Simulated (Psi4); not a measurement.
Psi4 input (wB97X-D/6-311+G**):

```
memory 1500 MB

molecule {
0 2
C    -0.01045730    1.16494198    0.28083334
C     0.00335542   -1.08563455    0.35835550
C     0.78119601    0.05343446   -0.22140404
C    -0.77709543    0.04331744   -0.23746258
H    -0.01266110    2.16400671   -0.13473259
H    -0.00706515   -1.19627589    1.43925234
H     0.01509168   -2.02148969   -0.19091273
H     1.43058472    0.00791586   -1.08314434
H    -1.40794231   -0.01051293   -1.11239601
symmetry c1
no_reorient
no_com
}

set {
  basis 6-311+G**
  reference uks
  scf_type df
  df_basis_scf def2-universal-jkfit
  dft_radial_points 99
  dft_spherical_points 590
  e_convergence 1e-8
  d_convergence 1e-7
  maxiter 150
}

e = energy('wb97x-d')
print_out(f'\nFINAL {e:.10f} DIPOLE {variable("CURRENT DIPOLE")[0]:.6f} {variable("CURRENT DIPOLE")[1]:.6f} {variable("CURRENT DIPOLE")[2]:.6f}\n')
```

Output:

```
   => Loading Basis Set <=

    Name: 6-311+G**
    Role: ORBITAL
    Keyword: BASIS
    atoms 1-4 entry C          line   129 file 6-311pgss.gbs
    atoms 5-9 entry H          line    42 file 6-311pgss.gbs

   => WB97X-D: Empirical Dispersion <=

    Chai and Head-Gordon Dispersion Correction
    Chai, J.-D.; Head-Gordon, M. (2010), J. Chem. Phys., 132: 6615-6620

        s6 =       1.000000

         ---------------------------------------------------------
                                   SCF
               by Justin Turney, Rob Parrish, Andy Simmonett
                          and Daniel G. A. Smith
                              UKS Reference
         ---------------------------------------------------------

  ==> Geometry <==

    Molecular point group: c1
    Full point group: C1

    Geometry (in Angstrom), charge = 0, multiplicity = 2:

       Center              X                  Y                   Z               Mass
    ------------   -----------------  -----------------  -----------------  -----------------
         C           -0.010457300000     1.164941980000     0.280833340000    12.000000000000
         C            0.003355420000    -1.085634550000     0.358355500000    12.000000000000
         C            0.781196010000     0.053434460000    -0.221404040000    12.000000000000
         C           -0.777095430000     0.043317440000    -0.237462580000    12.000000000000
         H           -0.012661100000     2.164006710000    -0.134732590000     1.007825032230
         H           -0.007065150000    -1.196275890000     1.439252340000     1.007825032230
         H            0.015091680000    -2.021489690000    -0.190912730000     1.007825032230
         H            1.430584720000     0.007915860000    -1.083144340000     1.007825032230
         H           -1.407942310000    -0.010512930000    -1.112396010000     1.007825032230

  Running in c1 symmetry.

  Rotational constants: A =      0.63039  B =      0.34341  C =      0.28278 [cm^-1]
  Rotational constants: A =  18898.62644  B =  10295.05515  C =   8477.66521 [MHz]
  Nuclear repulsion =  108.786444499034914

  Charge       = 0
  Multiplicity = 2
  Electrons    = 29
  Nalpha       = 15
  Nbeta        = 14

  ==> Algorithm <==

  SCF Algorithm Type is DF.
  DIIS enabled.
  MOM disabled.
  Fractional occupation disabled.
  Guess Type is SAD.
[...]
     115A     23.949334   116A     23.965338   117A     24.044013
     118A     24.151725

    Beta Occupied:

       1A    -10.316674     2A    -10.316474     3A    -10.306777
       4A    -10.289858     5A     -1.030582     6A     -0.780714
       7A     -0.685193     8A     -0.639222     9A     -0.612636
      10A     -0.514307    11A     -0.474956    12A     -0.420149
      13A     -0.419645    14A     -0.368807

    Beta Virtual:

      15A      0.020472    16A      0.070234    17A      0.078919
      18A      0.082967    19A      0.096114    20A      0.120368
      21A      0.126873    22A      0.138425    23A      0.139008
      24A      0.147139    25A      0.166447    26A      0.169025
      27A      0.183801    28A      0.188613    29A      0.206312
      30A      0.225533    31A      0.228152    32A      0.236993
      33A      0.239771    34A      0.296851    35A      0.301488
      36A      0.306397    37A      0.322895    38A      0.323077
      39A      0.353050    40A      0.381129    41A      0.397737
      42A      0.482552    43A      0.528399    44A      0.567614
      45A      0.572831    46A      0.579954    47A      0.617729
      48A      0.637458    49A      0.691360    50A      0.693314
      51A      0.720826    52A      0.735041    53A      0.740829
      54A      0.746573    55A      0.755935    56A      0.762223
      57A      0.792765    58A      0.817989    59A      0.918497
      60A      0.938875    61A      0.962474    62A      0.988791
      63A      1.179810    64A      1.245264    65A      1.319444
      66A      1.366142    67A      1.422291    68A      1.479983
      69A      1.516272    70A      1.540871    71A      1.627003
      72A      1.658621    73A      1.676044    74A      1.758992
      75A      1.760537    76A      1.775728    77A      1.800174
      78A      1.835511    79A      1.894149    80A      1.933573
      81A      1.983925    82A      1.995224    83A      2.044190
      84A      2.071965    85A      2.151075    86A      2.153428
      87A      2.193345    88A      2.337909    89A      2.349413
      90A      2.354503    91A      2.439213    92A      2.466127
      93A      2.518190    94A      2.645455    95A      2.676025
      96A      2.683167    97A      2.714546    98A      2.752007
      99A      2.807031   100A      2.862503   101A      2.878349
     102A      2.921119   103A      2.970951   104A      3.081373
     105A      3.148359   106A      3.171904   107A      3.342486
     108A      3.449153   109A      3.571025   110A      3.855853
     111A      3.975392   112A      4.273325   113A      4.375137
     114A      4.475235   115A     23.960755   116A     23.967997
     117A     24.044637   118A     24.159666

    Final Occupation by Irrep:
              A
    DOCC [    14 ]
    SOCC [     1 ]
    NA   [    15 ]
    NB   [    14 ]

  @DF-UKS Final Energy:  -155.26450749861900

   => Energetics <=

    Nuclear Repulsion Energy =            108.7864444990349142
    One-Electron Energy =                -422.4926075898683848
    Two-Electron Energy =                 174.5105670336247101
    DFT Exchange-Correlation Energy =     -16.0666057555982036
    Empirical Dispersion Energy =          -0.0023056858120344
    VV10 Nonlocal Energy =                  0.0000000000000000
    Total Energy =                       -155.2645074986189968

  UHF NO Occupations:
  HONO-2 :   13  A 1.9998223
  HONO-1 :   14  A 1.9987144
  HONO-0 :   15  A 1.0000000
  LUNO+0 :   16  A 0.0012856
  LUNO+1 :   17  A 0.0001777
  LUNO+2 :   18  A 0.0001638
  LUNO+3 :   19  A 0.0001466

Computation Completed

Properties will be evaluated at   0.000000,   0.000000,   0.000000 [a0]

Properties computed using the SCF density matrix

 Multipole Moments:

 ------------------------------------------------------------------------------------
     Multipole            Electronic (a.u.)      Nuclear  (a.u.)        Total (a.u.)
 ------------------------------------------------------------------------------------

 L = 1.  Multiply by 2.5417464519 to convert [e a0] to [Debye]
 Dipole X            :          0.0087325            0.0000001            0.0087326
 Dipole Y            :         -0.3066833            0.0000001           -0.3066832
 Dipole Z            :         -0.6541792           -0.0000000           -0.6541792
 Magnitude           :                                                    0.7225519

 ------------------------------------------------------------------------------------

FINAL -155.2645074986 DIPOLE 0.008733 -0.306683 -0.654179

*** Psi4 exiting successfully. Buy a developer a beer!
```
